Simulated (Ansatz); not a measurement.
System: hcp Be. Method: PBE0-D3(BJ) (Ansatz, an electronic-structure program, PAW).

Output (set-up and result lines):

```
WARN output.stress: scf.exx.energy_threshold = 1e-6 eV is looser than the 2e-8 eV advised for a stress under a hybrid functional (1e-8 eV for each atom of the …
Crystal: 2 atoms, lattice volume = 14.783 Å³
Basis set: ecut = 460 eV, 313 PW (Γ), exchange–correlation on 32×32×50 points (8 copies of the dense FFT grid, shifted against one another)
Bands: 6, of which v1, the nominal top of the filled ones, is band 2 counted from 1 (1 counted from 0)
Symmetry: 24 space group operations
Space group: P63/mmc (ITA 194), of the structure as read, at distance tolerance 2.5e-5 Å
k-points: 135 of 1800
Functional: x = pbe(κ = 0.804, μ = 0.2195149727645171), c = pbe(β = 0.06672455060314922), warm-up for x = 0.75 pbe(κ = 0.804, μ = 0.2195149727645171) + 0.25 exact, c = pbe(β = 0.06672455060314922)
SCF iter   1: F=—  HF=-186.263574 eV  |F-HF|=—  |Δ(HF+E_count)|=         —  Δρ=1.85e-3  dr2=3.41e-4
SCF iter   2: F=—  HF=-186.263585 eV  |F-HF|=—  |Δ(HF+E_count)|=   1.11e-5  Δρ=8.95e-4  dr2=7.83e-5
  ...
SCF 1 converged in 5 iterations: F = -186.263557 eV  dr2 = 4.32e-13
Crystal: 2 atoms, lattice volume = 14.783 Å³
Initial density: handed on by an earlier stage of this run
Functional: x = 0.75 pbe(κ = 0.804, μ = 0.2195149727645171) + 0.25 exact, c = pbe(β = 0.06672455060314922)
Crystal: 2 atoms, lattice volume = 14.783 Å³
SCF iter   4: F=—  HF=-186.561607 eV  |F-HF|=—  |Δ(HF+E_count)|=   7.73e-8  Δρ=8.75e-7  dr2=4.74e-9
SCF iter   5: F=-186.561607 eV  HF=-186.561607 eV  |F-HF|=2.73e-12  |Δ(HF+E_count)|=   1.48e-8  Δρ=2.19e-7  dr2=4.41e-11
SCF 3 converged in 5 iterations: F = -186.561607 eV  dr2 = 4.41e-11
Free energy (F): -186.561607 eV
Internal energy: -186.561190 eV  (E = F + TS)
E sigma→0 (E₀):  -186.561399 eV
Fermi energy:    9.301471 eV
--- Forces (eV/Å), atoms counted from 1 ---
  atom   1  Be    -0.00000000     0.00000000     0.00000000
  atom   2  Be     0.00000000     0.00000000     0.00000000
--- Stress (GPa, compression-positive) ---
       -0.001328       0.000000       0.000000
        0.000000      -0.001328       0.000000
        0.000000       0.000000      -0.001764
  P = ⅓ Tr σ = -0.0015 GPa (-0.015 kbar)
```

Problem. Write an input file that could have produced this run (the log leaves some choices open).

Solution. Several could match; the one computed here: 
Ansatz 0.2 input:
```yaml
crystal:
  lattice:
    - [1.1040985921, -1.912354858, 0.0]
    - [1.1040985921, 1.912354858, 0.0]
    - [0.0, 0.0, 3.5006696893]
  atoms:
    - { symbol: Be, position: [0.3333333333, 0.6666666667, 0.25] }
    - { symbol: Be, position: [0.6666666667, 0.3333333333, 0.75] }
basis:
  ecutwfc: 460
  ecutrho_ratio: 4
  xc_grid: 2
kpoints:
  mp_grid: { grid: [15, 15, 8] }
hamiltonian:
  xc: pbe0
  dispersion: d3bj
  pseudopotentials: { kind: paw }
scf:
  occupations: { method: fermi_dirac, width: 0.05 }
  convergence: { dr2_threshold: 0.0000000002 }
output:
  forces: true
  stress: true
  eigenvalues: true
```

The PAW data were made under PBE.

Note: the run warned that the count of filled bands differs between k points.
